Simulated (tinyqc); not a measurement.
Extended Hueckel theory, for LiF+, step by step. The parameters take no account of the charge, which enters only through the electron count. One step of it, computed by the program tinyqc.

Question. Mulliken analysis. P = C n C^T; charge = valence electrons (F 7, Li 1) minus the sum of (P S)_ii on the atom; overlap population = 2 sum P_ij S_ij between two atoms.

coefficients, order 1Li 2s, 1Li 2px, 1Li 2py, 1Li 2pz, 2F 2s, 2F 2px, 2F 2py, 2F 2pz:
$$\begin{pmatrix}
-0.002080 & -0.012223 & 0.000000 & 0.000000 & 0.889860 & 0.000000 & 0.000000 & 0.534390 \\
0.000000 & 0.000000 & 0.005548 & -0.001133 & 0.000000 & 0.989926 & -0.175597 & 0.000000 \\
0.000000 & 0.000000 & 0.001133 & 0.005548 & 0.000000 & 0.175597 & 0.989926 & 0.000000 \\
-0.020058 & -0.003147 & 0.000000 & 0.000000 & -0.458417 & 0.000000 & 0.000000 & 0.986750 \\
1.007753 & 0.003929 & 0.000000 & 0.000000 & -0.049269 & 0.000000 & 0.000000 & -0.475613 \\
0.000000 & 0.000000 & 0.979178 & -0.200020 & 0.000000 & -0.107964 & 0.019151 & 0.000000 \\
0.000000 & 0.000000 & 0.200020 & 0.979178 & 0.000000 & -0.019151 & -0.107964 & 0.000000 \\
-0.001951 & 0.998760 & 0.000000 & 0.000000 & 0.029620 & 0.000000 & 0.000000 & 0.138538
\end{pmatrix}$$

occupations: [2.000000, 2.000000, 1.500000, 1.500000, 0.000000, 0.000000, 0.000000, 0.000000]

overlap S, order 1Li 2s, 1Li 2px, 1Li 2py, 1Li 2pz, 2F 2s, 2F 2px, 2F 2py, 2F 2pz:
$$\begin{pmatrix}
1.000000 & 0.000000 & 0.000000 & 0.000000 & 0.237484 & 0.000000 & 0.000000 & -0.071401 \\
0.000000 & 1.000000 & 0.000000 & 0.000000 & 0.000000 & 0.103461 & 0.000000 & 0.000000 \\
0.000000 & 0.000000 & 1.000000 & 0.000000 & 0.000000 & 0.000000 & 0.103461 & 0.000000 \\
0.000000 & 0.000000 & 0.000000 & 1.000000 & 0.370350 & 0.000000 & 0.000000 & -0.094145 \\
0.237484 & 0.000000 & 0.000000 & 0.370350 & 1.000000 & 0.000000 & 0.000000 & 0.000000 \\
0.000000 & 0.103461 & 0.000000 & 0.000000 & 0.000000 & 1.000000 & 0.000000 & 0.000000 \\
0.000000 & 0.000000 & 0.103461 & 0.000000 & 0.000000 & 0.000000 & 1.000000 & 0.000000 \\
-0.071401 & 0.000000 & 0.000000 & -0.094145 & 0.000000 & 0.000000 & 0.000000 & 1.000000
\end{pmatrix}$$

Give: charges; Overlap populations.

Answer.

charges: 1Li 1.0107, 2F -0.0107

Overlap populations:
```
pair      value
2-1   -0.023833
```
